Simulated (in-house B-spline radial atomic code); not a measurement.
Functionals against ionisation energies along an isoelectronic series: Ar to Cr⁶⁺

Ionisation energies as differences of self-consistent total energies from a B-spline radial code for spherical atoms: all electrons, radial basis limit, scalar-relativistic (one-electron X2C), spin-polarised at highest spin, spherical densities; exact exchange is averaged over the determinants of each configuration. No spin-orbit coupling, Breit or QED terms. NIST's values run from ground level to ground level, so in open shells the differences also hold multiplet and fine-structure energies that spherical high-spin averages miss. Columns give computed minus NIST, in eV; a star marks a semi-empirical value. Species are left out where the tabulated value is theory, is uncertain by more than 0.12 eV, or (13 ions, such as In⁴⁺, Te⁴⁺ and Bi⁴⁺) lies off its series for all methods alike, which flatters the means a little.

```json
{"species": "Ar", "shell": "3p", "NIST (eV)": "15.76", "wB97X": "-0.02", "CAM-B3LYP": "+0.05", "LC-wPBE": "+0.07", "OLYP": "-0.01"}
{"species": "K⁺", "shell": "3p", "NIST (eV)": "31.62", "wB97X": "-0.03", "CAM-B3LYP": "+0.04", "LC-wPBE": "+0.10", "OLYP": "+0.04"}
{"species": "Ca²⁺", "shell": "3p", "NIST (eV)": "50.91", "wB97X": "-0.03", "CAM-B3LYP": "+0.05", "LC-wPBE": "+0.11", "OLYP": "+0.11"}
{"species": "Sc³⁺", "shell": "3p", "NIST (eV)": "73.49", "wB97X": "-0.01", "CAM-B3LYP": "+0.06", "LC-wPBE": "+0.14", "OLYP": "+0.20"}
{"species": "Ti⁴⁺", "shell": "3p", "NIST (eV)": "99.30 ± 0.01", "wB97X": "?", "CAM-B3LYP": "?", "LC-wPBE": "?", "OLYP": "?"}
{"species": "V⁵⁺", "shell": "3p", "NIST (eV)": "128.12 ± 0.03", "wB97X": "+0.20", "CAM-B3LYP": "+0.26", "LC-wPBE": "+0.34", "OLYP": "+0.55"}
{"species": "Cr⁶⁺", "shell": "3p", "NIST (eV)": "160.29 ± 0.06*", "wB97X": "+0.21", "CAM-B3LYP": "+0.26", "LC-wPBE": "+0.33", "OLYP": "+0.63"}
```

Task: What are the differences for Ti⁴⁺ ([Ne] 3s2 3p6)?

Result: wB97X +0.01; CAM-B3LYP +0.08; LC-wPBE +0.16; OLYP +0.29 eV.

Task: How do the methods rank, and which species is hardest?

Result: Mean absolute (signed) differences: wB97X 0.07 (+0.05) eV; CAM-B3LYP 0.11 (+0.11) eV; LC-wPBE 0.18 (+0.18) eV; OLYP 0.26 (+0.26) eV. For Cr⁶⁺, which loses a 3p electron, the nearest method is off by +0.21 eV, the largest such miss.
